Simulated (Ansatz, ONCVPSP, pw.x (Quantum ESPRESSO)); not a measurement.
## From atom to crystal: ONCV potential for tungsten

```json
{
  "Element": "W",
  "Generator": "ONCVPSP 4.0.1.1 (patched build)",
  "Type": "optimised norm-conserving Vanderbilt (ONCV)",
  "Functional": "PBE",
  "Relativity": "scalar-relativistic",
  "Frozen core": "[Kr] 4d10 4f14",
  "Valence charge": "14",
  "Reference configuration": "5s2 5p6 5d4.5 6s1.5",
  "Partial waves": "5s+6s: rc 2.05 bohr, ncon 4, nbas 7, qcut 4.4 1/bohr, 2 projectors; 5p: rc 1.75 bohr, ncon 5, nbas 9, qcut 9.5 1/bohr, 2 projectors, debl 1.5 Ha; 5d: rc 2.40 bohr, ncon 4, nbas 9, qcut 6.3 1/bohr, 2 projectors, debl 3.6 Ha",
  "Local potential": "polynomial inside 1.40 bohr (lpopt 5, dvloc0 0 Ha)",
  "Core correction": "Teter function, fcfact 5, rcfact 1.55"
}
```

In the p channel the program set the typed energies aside and used -1.553, 0.250 Ha.

Crystal test: bcc W in pw.x 7.5, no spin, 14³ k-points, Fermi–Dirac smearing 0.01 Ry, cutoffs 85/340 Ry. The reference is all-electron LAPW (Ansatz 0.2.0) with the same functional, mesh and smearing; V0 and B0 come from Birch–Murnaghan fits to the pressures at five volumes. Errors are pseudo minus all-electron; Δ is the rms difference of the E(V) curves that follow from these fits, minima aligned, over ±6 % about the mean V0. Mesh and smearing are coarse, so the numbers serve the comparison and aren't converged zero-temperature values; the lattice is a test structure that the element need not adopt.

All-electron: a0 = 3.184 Å (V0 = 16.15 Å³/atom), B0 = 300.6 GPa.

How far does the potential miss the all-electron equation of state?

mean pressure error (GPa): -3.18; a0 (Å): 3.173; a0 error (%): -0.35; B0 error (%): +0.2; Δ (meV/atom): 11.3.

| V (Å³/atom) | P all-electron (GPa) | P pseudo (GPa) |
| --- | --- | --- |
| 15.323 | 17.51 | 13.66 |
| 15.727 | 8.35 | 4.89 |
| 16.130 | 0.30 | -2.84 |
| 16.533 | -6.79 | -9.63 |
| 16.936 | -13.02 | -15.61 |

At the middle volume, how do free energy and pressure move when the wave cutoff is lowered (ecutrho kept at four times it)?

```json
{"cutoff (Ry)": "38", "shift of F (meV/atom)": "+2961.9", "shift of P (GPa)": "-77.34"}
{"cutoff (Ry)": "51", "shift of F (meV/atom)": "+579.6", "shift of P (GPa)": "-28.53"}
{"cutoff (Ry)": "68", "shift of F (meV/atom)": "+28.7", "shift of P (GPa)": "-2.67"}
```

The run at the middle volume (104 k-points, 8 iterations) took about 22 s on one core of a shared host (Neoverse-V1, 32 threads, 247 GiB, load 14).
